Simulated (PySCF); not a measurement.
Molecule: `C(C)C1CC1`, C₅H₁₀.

Geometry:
```csv
atom,x (Å),y (Å),z (Å)
C1,1.963,-0.398,0.009
C2,0.723,0.078,-0.732
C3,-0.369,0.561,0.190
C4,-1.302,-0.424,0.833
C5,-1.806,0.507,-0.231
H6,2.745,-0.741,-0.686
H7,1.723,-1.233,0.686
H8,2.394,0.408,0.623
H9,0.993,0.888,-1.433
H10,0.324,-0.740,-1.358
H11,-0.086,1.420,0.810
H12,-1.180,-1.481,0.573
H13,-1.616,-0.253,1.866
H14,-2.032,0.085,-1.215
H15,-2.470,1.323,0.065
```

Geometry PBE0-D3(BJ)/def2-SVP throughout; GIAO in PySCF, gas phase, one conformer, non-relativistic; equivalent atoms averaged; basis pcSseg-1.

**Question.** How do the shifts δ (against TMS at the same level) depend on the functional? (ppm; last column core-seconds on shared hosts with different chips, so compare them loosely)

**Answer.** 
```tsv
functional	kind	C2	C1	C3	C4/C5	H6/H7/H8	H9/H10	H13/H15	H11	H12/H14	core-s
HF	Hartree–Fock	27.5	15.7	8.6	2.6	1.08	0.88	0.37	0.23	-0.06	3.8
LDA	LDA	33.5	14.5	16.8	6.8	1.02	1.13	0.46	0.56	-0.03	10
PBE	GGA	33.7	16.0	16.1	7.1	1.05	1.13	0.44	0.49	-0.04	12
BLYP	GGA	35.3	16.7	16.5	7.0	1.08	1.15	0.43	0.48	-0.05	13
BP86	GGA	33.5	16.2	16.0	7.1	1.05	1.12	0.43	0.48	-0.03	12
OPBE	GGA	31.5	15.9	15.1	7.6	1.02	1.13	0.45	0.49	0.00	12
KT2	GGA	33.7	15.9	14.9	6.1	1.05	1.12	0.42	0.46	-0.08	12
KT3	GGA	33.5	16.5	14.9	6.7	1.05	1.14	0.43	0.46	-0.05	11
B97-D	GGA	33.6	16.7	15.4	6.9	1.08	1.14	0.43	0.46	-0.03	12
B3LYP	global hybrid	33.1	16.3	14.9	6.2	1.07	1.07	0.42	0.43	-0.04	9.9
PBE0	global hybrid	31.4	15.7	14.1	6.1	1.03	1.04	0.42	0.44	-0.03	9.1
mPW1PW91	global hybrid	31.3	15.9	14.1	6.3	1.04	1.03	0.42	0.42	-0.03	9.2
WP04	global hybrid	32.4	17.4	15.7	7.6	1.02	1.02	0.41	0.43	0.04	13
B97-2	global hybrid	31.5	16.2	14.0	6.3	1.05	1.05	0.42	0.42	-0.03	13
BHandHLYP	global hybrid	30.8	15.9	12.6	4.9	1.07	0.99	0.41	0.37	-0.04	14
CAM-B3LYP	range-separated hybrid	31.5	15.6	14.0	5.7	1.06	1.03	0.43	0.44	-0.01	16
wB97X-D	range-separated hybrid	30.6	15.9	13.8	6.2	1.04	0.99	0.42	0.41	-0.01	14
LC-wPBE	range-separated hybrid	28.2	14.9	13.1	6.2	1.02	0.95	0.46	0.44	0.05	23
```

**Question.** Which nucleus moves most, in ppm?

**Answer.** C3 (three-membered-ring carbon): from 8.6 ppm with HF to 16.8 ppm with LDA. The smallest spread is 0.07 ppm, at H6/H7/H8. Proton shifts span only some 12 ppm, so a few tenths of a ppm matter as much there as several ppm in carbon.
